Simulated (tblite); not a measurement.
Species: C₅H₁₀N (doublet state).
Z-matrix (Å and degrees, GFN2-xTB geometry), rows numbered from 1:
```
C 
C   1  1.4699
C   2  1.5326  1  113.05
C   3  1.5300  2  111.33  1   175.70
C   4  1.4918  3  111.49  2   -64.80
N   5  1.2539  4  120.69  3   126.28
H   1  1.0717  2  120.84  3   152.09
H   1  1.0725  2  120.39  3   -34.03
H   2  1.1044  1  110.31  3   120.22
H   2  1.0938  1  110.25  3  -123.37
H   3  1.0927  2  109.35  1    54.45
H   3  1.0916  2  109.31  1   -63.37
H   4  1.0937  3  109.09  2   175.96
H   4  1.0903  3  110.68  2    56.47
H   5  1.1015  4  114.51  3   -53.80
H   6  1.0177  5  115.89  4   179.57
```

Level: GFN2-xTB in tblite, geometry and Hessian alike; calculated harmonic values, unscaled, isolated species. Errors from tens to a few hundred cm⁻¹ against measured bands are possible. One conformer, not necessarily the lowest. Open shells enter through the occupations alone, without spin polarisation, and single modes of such species can be off by tens of per cent.

Harmonic wavenumbers (cm⁻¹): 59.8, 70.7, 93.4, 118.0, 248.9, 313.3, 416.2, 453.3, 494.7, 717.3, 757.5, 867.6, 913.1, 951.3, 1017.1, 1028.1, 1068.9, 1088.1, 1134.2, 1152.8, 1172.9, 1234.5, 1252.7, 1288.6, 1304.1, 1349.5, 1377.1, 1404.4, 1452.0, 1455.8, 1489.4, 1741.1, 2794.1, 2808.0, 2953.5, 2955.4, 2970.3, 2986.5, 3011.4, 3136.5, 3178.3, 3336.9.

A = 7620, B = 1800, C = 1590 MHz; mass 84.081 u (most abundant isotopes); point group C1, symmetry number 1; spin multiplicity 2.

**Question.** What is the zero-point energy?

**Answer.** ½Σν̃ = 29809 cm⁻¹ = 85.23 kcal/mol.

**Question.** Entropy at 500 K, 1 bar (ideal gas, RRHO, classical rotation)?

**Answer.** Translation 41.80, rotation 28.63, vibration 37.19, spin (R ln 2) 1.38: S = 109.0 cal/(mol K).

**Question.** And Cp and H(500 K) − H(0)?

**Answer.** Cp = 44.46 cal/(mol K), of which vibrations give 36.51 (their classical limit is 42 R = 83.5); H(500 K) − H(0) = 13.25 kcal/mol without the zero-point energy, 9.27 from vibrations.

**Question.** Which modes carry the vibrational entropy at 500 K?

**Answer.** 59.8 cm⁻¹: 5.49; 70.7 cm⁻¹: 5.15; 93.4 cm⁻¹: 4.60; 118.0 cm⁻¹: 4.14; 248.9 cm⁻¹: 2.69; 313.3 cm⁻¹: 2.26 cal/(mol K); the other 36 give 12.85 together.

**Question.** Blend soft modes into free rotors: weight 1/[1 + (100 cm⁻¹/ν̃)⁴] for the oscillator and the rest for a rotor with moment μB/(μ + B), μ = h/(8π²ν), B = 10⁻⁴⁴ kg m². What vibrational entropy results?

**Answer.** 33.62 cal/(mol K) in place of 37.19, which changes −T·S at 500 K by +1.78 kcal/mol.

Hindered rotation and anharmonicity are outside this model. Other conformers, if any are populated, would add a mixing term that is left out. The structure is chiral; the term R ln 2 for an equal mix with its mirror image is left out.

On one thread, Arm Neoverse V1 (aarch64), shared host with 64 logical CPUs at a one-minute load of 21, this took 0.37 s of wall time. This covers the Hessian and the dipole derivatives.
